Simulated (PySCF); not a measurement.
B3LYP has the VWN-RPA correlation part, as in Gaussian. 

Z-matrix (Å, degrees):
```
Cl
```
Charge 0, spin multiplicity 2.

Problem. Give the dipole moment, total energy and highest occupied spin orbital at the level B3LYP-D3(BJ)/def2-TZVP in PySCF.

Solution. 
| Item | Result |
|---|---|
| dipole moment | 0.00 D |
| total energy | -460.1670 Ha |
| highest occupied spin orbital | -9.27 eV |
